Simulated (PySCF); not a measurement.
# Ionisation energy of Cl by level of theory

Cl [Ne] 3s2 3p5 (2P) → Cl⁺ [Ne] 3s2 3p4 (3P), as a difference of total energies. Computed with PySCF 2.14 in def2-SVP, with the non-relativistic Hamiltonian (point nucleus). Correlated levels: valence: [Ne] frozen. The calculations carry no spin-orbit coupling.

```csv
method,ionisation energy (eV)
UHF,11.784
PBE0,12.905
BP86,13.025
MP2 (valence),12.328
SCS-MP2 (valence),12.313
CCSD (valence),12.263
CCSD(T) (valence),12.262
```

Task: How much does correlation contribute at CCSD(T) (valence)?

Result: 12.262 − (11.784) = 0.478 eV, measured against UHF.

Errors of the correlated levels include the incompleteness of this basis and the frozen core.

For comparison: 12.974 eV (measured; NIST levels, between the centres of gravity of the two terms).
